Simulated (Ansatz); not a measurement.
System: chalcopyrite ZnSnAs2. Method: PBEsol+SOC (plane waves, PAW; Ansatz, a quantum-chemistry and plane-wave program).

Numerical settings: plane-wave cutoff 520 eV, 8×8×8 k mesh, Fermi–Dirac smearing 0.01 eV, PAW data made under PBE.

Cell (measured lattice):

Space group I-42d (No. 122); a = b = 5.850 Å, c = 11.700 Å, α = β = γ = 90.00°

| atom | site | symmetry | x | y | z |
|---|---|---|---|---|---|
| Zn | 4a | -4.. | 0.0000 | 0.0000 | 0.0000 |
| Sn | 4b | -4.. | 0.0000 | 0.0000 | 0.5000 |
| As | 8d | .2. | 0.2244 | 0.2500 | 0.1250 |
(The calculation used a cell of 8 atoms; values per cell refer to that cell.)

### Question
Predict the band gap and smallest direct gap on the k points sampled.

### Answer

* **band gap**: 0.00 eV (under three smearing widths, so not firm)
* **smallest direct gap on the k points sampled**: 0.01 eV (under three smearing widths, so not firm)

Measured, for comparison: band gap 0.75 eV (temperature not stated, no zero-point or thermal correction, direct or pseudo-direct at Γ, our sources range from 0.65 to 0.75; as tabulated in Ghosh et al. (2024), arXiv:2401.16805). Computed (rounded) less measured: band gap -0.75 eV (-0.65 eV to -0.75 eV over the range).

Note: cell and atoms aren't relaxed at this level.
